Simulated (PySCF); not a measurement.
# Functional dependence of a UV spectrum

Species: C2H2F2S.
SMILES with atom numbers: `[F:1][C@@H:2]1[S:3][C@@H:4]1[F:5]` (hydrogens: H6 on C2; H7 on C4)

Geometry (PBE0-D3(BJ)/def2-SVP, Å), atoms numbered from 1 in this order:
```xyz
7
C2H2F2S angstrom
F      1.2716   -1.1313   -0.4448
C      0.3524   -0.5515    0.3398
S     -1.3901   -0.8298   -0.0345
C     -0.3399    0.6238   -0.2224
F      0.0234    0.9913   -1.4589
H      0.6413   -0.5862    1.3976
H     -0.5822    1.4912    0.4041
```

Linear-response calculations in the def2-SVPD basis (PySCF; singlets by full response, triplets Tamm–Dancoff, core orbitals frozen in the response; HF means time-dependent Hartree–Fock). 'Strongest' is the level of largest summed f among the singlets computed (10 roots, of which the last may lack a degenerate partner); it can jump between rows when another state enters that window. S1 is the lowest singlet of each run and needn't be the same state throughout; f(S1) is that of one state. Isolated species at its PBE0-D3(BJ)/def2-SVP geometry, gas phase.

| functional | kind | S1 (eV) | f(S1) | strongest (eV) | T1 (eV) | HOMO (eV) | gap (eV) | ionisation energy, ΔSCF (eV) |
| --- | --- | --- | --- | --- | --- | --- | --- | --- |
| LDA | LDA | 5.28 | 0.000 | 6.30 | 4.89 | -6.69 | 5.08 | 10.29 |
| PBE | GGA | 5.27 | 0.000 | 6.25 | 4.81 | -6.55 | 5.10 | 10.06 |
| PBE0 | global hybrid, 25% exact exchange | 5.44 | 0.000 | 8.56 | 4.94 | -7.80 | 7.29 | 10.18 |
| BHandHLYP | global hybrid, 50% exact exchange | 5.50 | 0.000 | 8.86 | 5.01 | -8.93 | 9.32 | 10.12 |
| CAM-B3LYP | range-separated hybrid | 5.34 | 0.000 | 7.62 | 4.89 | -9.16 | 9.64 | 10.26 |
| wB97X-D | range-separated hybrid | 5.40 | 0.000 | 7.76 | 4.99 | -9.67 | 10.88 | 10.27 |
| LC-wPBE | range-separated hybrid | 5.41 | 0.000 | 8.03 | 4.89 | -10.57 | 12.14 | 10.29 |
| HF | Hartree–Fock | 5.75 | 0.000 | 8.52 | 5.18 | -10.70 | 12.93 | not settled |

What does B3LYP (global hybrid, 20% exact exchange) give?

S1 (eV) 5.33, f(S1) 0.000, strongest (eV) 8.34, T1 (eV) 4.88, HOMO (eV) -7.56, gap (eV) 6.78, ionisation energy, ΔSCF (eV) 10.21. S1 runs from 5.27 eV (PBE) to 5.75 eV (HF), a spread of 0.48 eV, while the orbital gap spreads over 7.9 eV. Along PBE (0%), B3LYP (20%), PBE0 (25%), BHandHLYP (50%), HF (100%) S1 rises with the share of exact exchange. −ε(HOMO) comes closest to its own ΔSCF ionisation energy with LC-wPBE (+0.28 eV) and misses most with LDA (-3.60 eV). 'Not settled' means that the ion's SCF failed to converge or may have ended in another state than the lowest.
